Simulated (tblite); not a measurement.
Computed values, GFN2-xTB/tblite, gas phase, harmonic and unscaled. Errors from tens to a few hundred cm⁻¹ against measured bands are possible. Modes of hydrogen on silicon can be 10 to 20 % off. One conformer each. Thermal functions are those of the rigid rotor and harmonic oscillator, without mixing of conformers.

Question: Order these by their ideal-gas entropy at 200 K and 1 bar, highest first (cal/(mol K)).
A. `CC[C@@H](C)[S@@](C)=O`
B. `COC(=O)C1=C(C)P=CS1`
C. `c1cccn1[SiH2]C(=O)N`
D. `O=C(F)F`

Answer: B (92.3), C (86.8), A (84.7), D (58.0).

| SMILES | atoms | mass (u) | symmetry number | modes under 300 cm⁻¹ | ZPE (kcal/mol) | S translation (cal/(mol K)) | S rotation | S vibration | S | Cp |
| --- | --- | --- | --- | --- | --- | --- | --- | --- | --- | --- |
| COC(=O)c1scpc1C | 17 | 173.99 | 1 | 9 | 73.8 | 39.4 | 29.3 | 23.6 | 92.3 | 31.4 |
| NC(=O)[SiH2]n1cccc1 | 17 | 140.04 | 1 | 6 | 76.5 | 38.8 | 28.2 | 19.8 | 86.8 | 28.0 |
| CC[C@@H](C)[S@@](C)=O | 19 | 120.06 | 1 | 8 | 101.6 | 38.3 | 27.1 | 19.3 | 84.7 | 28.2 |
| O=C(F)F | 4 | 65.99 | 2 | 0 | 8.2 | 36.5 | 20.9 | 0.5 | 58.0 | 9.8 |

Entropies and Cp are for 200 K and 1 bar.
